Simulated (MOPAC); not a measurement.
# C4H7ClO (2-chloroethyl vinyl ether) at AM1

What is the vertical ionisation energy of C4H7ClO (2-chloroethyl vinyl ether) at AM1? 

The calculation is run with MOPAC 23.2.5.

26 further runs of the same task are left out: 26 set aside as unsound or not needed.

### Step 1. The molecule

The species is C4H7ClO (13 atoms), meant as a singlet with charge 0. As SMILES, `C=COCCCl`. The shape was relaxed beforehand at AM1. This is a higher conformer, about 11 kJ/mol above the lowest found by a separate search.

Bond lengths: C1–C2 1.336 Å, C2–O3 1.388 Å, O3–C4 1.434 Å, C4–C5 1.518 Å, C5–Cl6 1.751 Å, C1–H7 1.095 Å, C1–H8 1.096 Å, C2–H9 1.099 Å, C4–H10 1.122 Å, C4–H11 1.122 Å, C5–H12 1.116 Å, C5–H13 1.116 Å. Some angles: C1–C2–O3 118.2°, C2–O3–C4 113.4°, O3–C4–C5 105.3°, C4–C5–Cl6 110.3°, C1–C2–H9 125.1°, O3–C2–H9 116.7°, C2–C1–H7 120.9°, C2–C1–H8 122.6°, O3–C4–H10 109.6°, O3–C4–H11 109.6°.

### Step 2. Vibrational wavenumbers at AM1

Contents of run.mop:

```
AM1 FORCE THERMO(298,398,100) THREADS=1 AUX(PRECISION=6)
C4H7ClO

C -1.575022 1 -1.920804 1 1.007664 1
C -0.761745 1 -1.339730 1 0.120721 1
O -0.274922 1 -0.072687 1 0.410225 1
C 0.589499 1 0.451301 1 -0.606380 1
C 1.011323 1 1.820948 1 -0.107040 1
Cl 2.094717 1 2.579823 1 -1.254286 1
H -1.985509 1 -2.919804 1 0.824985 1
H -1.868236 1 -1.436569 1 1.946112 1
H -0.441606 1 -1.786227 1 -0.831655 1
H 0.030034 1 0.525373 1 -1.575609 1
H 1.474096 1 -0.226139 1 -0.734941 1
H 1.553790 1 1.739041 1 0.864855 1
H 0.125799 1 2.489529 1 0.012630 1
```

Run with:

```sh
$ mopac run.mop
```

run.out:

```text
MOPAC v23.2.5
AM1 CALCULATION RESULTS
[...]
           Empirical Formula: C4 H7 O Cl  =    13 atoms
      MOLECULAR POINT GROUP   :   Cs
[...]
 DIPOLE           X         Y         Z       TOTAL
 POINT-CHG.    -0.422    -0.896    -0.012     0.991
 HYBRID         0.190    -0.255    -0.001     0.318
 SUM           -0.232    -1.151    -0.013     1.174
          GRADIENT NORM =   0.16271
[...]
          ZERO POINT ENERGY      65.987 KCAL/MOL
[...]
 FREQUENCY            31.72         C  4 -- C  5         +22.2% (999.0%)      0.0%
[...]
 FREQUENCY            69.19         O  3 -- C  4         +22.2% (787.5%)      0.0%
[...]
 FREQUENCY          3106.81         C  5 -- H 13         +38.7% ( 61.2%)     96.7%
[...]
 FREQUENCY          3181.62         C  2 -- H  9         +58.3% ( 78.1%)    100.0%
[...]
 FREQUENCY          3203.20         C  2 -- H  9         +37.5% ( 62.4%)    100.0%
[...]
 FREQUENCY          3227.27         C  1 -- H  7         +50.9% ( 70.6%)     95.9%
[...]
   TEMP. (K)   PARTITION FUNCTION   H.O.F.    ENTHALPY  HEAT CAPACITY ENTROPY
                                   KCAL/MOL   CAL/MOLE    CAL/K/MOL  CAL/K/MOL
 298.00  VIB.     0.2792D+03                  2831.6723    17.2879    20.6942
         ROT.     0.2156D+06                   888.2803     2.9808    27.3857
         INT.     0.6019D+08                  3719.9526    20.2687    48.0799
         TRA.     0.1063D+28                  1480.4672     4.9680    39.9049
         TOT.                      -38.938    5200.4198    25.2367    87.9848
 298.00  VIB.     0.2792D+03                  2831.6723    17.2879    20.6942
         ROT.     0.2156D+06                   888.2803     2.9808    27.3857
[...]
           FORCE CONSTANT IN CARTESIAN COORDINATES (Millidynes/A)
    ATOM   CHEMICAL       X               Y               Z
   NUMBER   SYMBOL  FORCE CONSTANT  FORCE CONSTANT  FORCE CONSTANT
      1       C       15.032294        9.177330        1.861390
      2       C       16.150353       10.509843        1.956472
      3       O       10.007887        8.555581        0.754059
      4       C        9.101167        9.253926        8.084471
      5       C        6.365468        8.235734        7.975659
      6      Cl        4.380608        0.445028        0.331397
      7       H        2.141496        4.332814        0.334502
      8       H        2.281335        4.189073        0.354248
      9       H        2.484279        4.188410        0.342963
     10       H        1.359702        1.871654        3.651867
[...]
 * JOB ENDED NORMALLY *
[...]
```

It took 0.16 s on 1 thread of Arm Neoverse V2, shared host.

### Step 3. The doublet cation: a single-point energy at AM1

Contents of mol.mop:

```
AM1 1SCF DISP CHARGE=1 UHF AUX(PRECISION=9) THREADS=1
C4H7ClO energy

C -1.575022 1 -1.920804 1 1.007664 1
C -0.761745 1 -1.339730 1 0.120721 1
O -0.274922 1 -0.072687 1 0.410225 1
C 0.589499 1 0.451301 1 -0.606380 1
C 1.011323 1 1.820948 1 -0.107040 1
Cl 2.094717 1 2.579823 1 -1.254286 1
H -1.985509 1 -2.919804 1 0.824985 1
H -1.868236 1 -1.436569 1 1.946112 1
H -0.441606 1 -1.786227 1 -0.831655 1
H 0.030034 1 0.525373 1 -1.575609 1
H 1.474096 1 -0.226139 1 -0.734941 1
H 1.553790 1 1.739041 1 0.864855 1
H 0.125799 1 2.489529 1 0.012630 1
```

Run with:

```sh
$ mopac mol.mop
```

mol.out:

```text
MOPAC v23.2.5
AM1 CALCULATION RESULTS
[...]
           Empirical Formula: C4 H7 O Cl  =    13 atoms
      MOLECULAR POINT GROUP   :   Cs
[...]
     SCF FIELD WAS ACHIEVED
[...]
                              SUM =        170.27733 KCAL/MOL = FINAL HEAT OF FORMATION
          TOTAL ENERGY            =      -1293.24950 EV
          ELECTRONIC ENERGY       =      -4278.89347 EV
          CORE-CORE REPULSION     =       2985.64396 EV
          COSMO AREA              =        144.33 SQUARE ANGSTROMS
          COSMO VOLUME            =        130.48 CUBIC ANGSTROMS
          IONIZATION POTENTIAL    =         14.905405 EV
          ALPHA SOMO LUMO (EV)    =        -14.908 -6.073
          BETA  SOMO LUMO (EV)    =        -14.905 -8.527
          NO. OF ALPHA ELECTRONS  =         18
          NO. OF BETA  ELECTRONS  =         17
          MOLECULAR WEIGHT        =        106.5517         POINT GROUP:  Cs
[...]
                             CARTESIAN COORDINATES
   1    C       -1.575022000    -1.920804000     1.007664000
   2    C       -0.761745000    -1.339730000     0.120721000
   3    O       -0.274922000    -0.072687000     0.410225000
   4    C        0.589499000     0.451301000    -0.606380000
   5    C        1.011323000     1.820948000    -0.107040000
   6   Cl        2.094717000     2.579823000    -1.254286000
   7    H       -1.985509000    -2.919804000     0.824985000
   8    H       -1.868236000    -1.436569000     1.946112000
   9    H       -0.441606000    -1.786227000    -0.831655000
  10    H        0.030034000     0.525373000    -1.575609000
  11    H        1.474096000    -0.226139000    -0.734941000
  12    H        1.553790000     1.739041000     0.864855000
  13    H        0.125799000     2.489529000     0.012630000
[...]
              NET ATOMIC CHARGES AND DIPOLE CONTRIBUTIONS
  ATOM NO.   TYPE          CHARGE      No. of ELECS.   s-Pop       p-Pop
    1          C          -0.000357        4.0004     1.27714     2.72322
    2          C           0.081453        3.9185     1.27036     2.64818
    3          O          -0.024874        6.0249     1.87459     4.15029
    4          C          -0.077822        4.0778     1.26426     2.81356
    5          C          -0.161903        4.1619     1.24161     2.92030
    6         Cl          -0.015456        7.0155     1.98641     5.02905
    7          H           0.202319        0.7977     0.79768
    8          H           0.195216        0.8048     0.80478
    9          H           0.206005        0.7940     0.79399
   10          H           0.154786        0.8452     0.84521
   11          H           0.154787        0.8452     0.84521
   12          H           0.142885        0.8571     0.85712
[...]
 DIPOLE           X         Y         Z       TOTAL
 POINT-CHG.    -5.972    -8.577     2.549    10.758
 HYBRID        -0.017    -0.213    -0.164     0.270
 SUM           -5.989    -8.790     2.384    10.901
[...]
                    (S**2)  =    0.781009
[...]
 * JOB ENDED NORMALLY *
[...]
```

Wall time 0.04 s (1 thread of Arm Neoverse V2, shared host).

### Step 4. Summary of results

At AM1:

| quantity | value |
| --- | --- |
| run 2, AM1: heat of formation | -38.9 kcal/mol |
| run 2, AM1: lowest harmonic wavenumber | 32 cm⁻¹ |
| run 2, AM1: highest harmonic wavenumber | 3227 cm⁻¹ |
| run 2, AM1: zero-point energy | 276.1 kJ/mol |
| doublet cation: total energy | -47.52604 Eh |
| doublet cation: HOMO energy (over α and β) | -14.90 eV |
| doublet cation: LUMO energy (over α and β) | -8.53 eV |
| doublet cation: heat of formation | 170.3 kcal/mol |
| doublet cation: ⟨S²⟩ | 0.781 |
| vertical ionisation energy (to the doublet cation) | 9.072 eV |

In words: The vertical ionisation energy comes to 9.07 eV (875 kJ/mol). All 33 modes (run 2, AM1) are real, so the shape is a minimum at this level.
